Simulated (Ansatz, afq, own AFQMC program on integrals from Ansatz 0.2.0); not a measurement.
## SiGeH₂, singlet in cc-pVTZ, levels against CCSDT(Q)

```xyz
4

Si    0.0000   -0.0039    1.5661
Ge    0.0000   -0.0238   -0.5845
H     0.0000    1.3266    0.5226
H     0.0000    0.5003   -2.0341
```

Connectivity, by distances: Si–GeH, 1 bridging H.

Basis cc-pVTZ. Noble-gas cores (and the filled d shells of Ga–Kr and In–Xe) are frozen. AFQMC by an in-house program on the Cholesky factors that Ansatz 0.2.0 writes for its CCSD(T) run. The CISD trial takes its coefficients from CCSD amplitudes. Released means that phaseless walkers are propagated on without the constraint, phases kept. ± is one standard error of the sampling. No spin–orbit coupling.

Determinant: RHF, the one that the program's search chose, which needn't be the lowest solution. The geometry is a PBE0/def2-TZVP stationary point of this or a neighbouring charge and spin state.

No full CI on the walks' own integrals is used here; CCSDT(Q) serves as the reference and is uncertain by about the last step of the cluster series.

Cautions: no relativity below Rb; no spin-orbit coupling; inner d shell frozen; higher spins were not checked; restricted determinant unstable towards unrestricted (UHF 61 meV lower, ⟨S²⟩ 0.35); (T) is large, 6 % of the CCSD correlation.

* T1 diagnostic: 0.0196
* weight of the determinant in the CISD state: 0.833
* size of the correlated space: 10 electrons in 86 orbitals

Problem. Estimate: order these by the size of their error in total energy against CCSDT(Q), smallest first.
A. MP2
B. AFQMC with the constraint released
C. CCSD(T)
D. CCSD

Solution. B (0.27 ± 0.13 mEh), C (2.53 mEh), D (18.00 mEh), A (45.66 mEh).

Reference: CCSDT(Q), correlation energy -7.360 eV. The released energy is read at 2.40 1/Eh (meV from the phaseless value at times in 1/Eh: -6 ± 5 at 0.24, -13 ± 4 at 0.51, -15 ± 4 at 0.99, -26 ± 4 at 1.62, -21 ± 3 at 2.40).

A walk keeps the symmetry of its determinant, which the program's search chose and which needn't be the lowest solution, so a lower state of the same spin and another symmetry isn't excluded. Released energies are given only where the last usable release times agree within the noise; a slower fall can still hide under it.
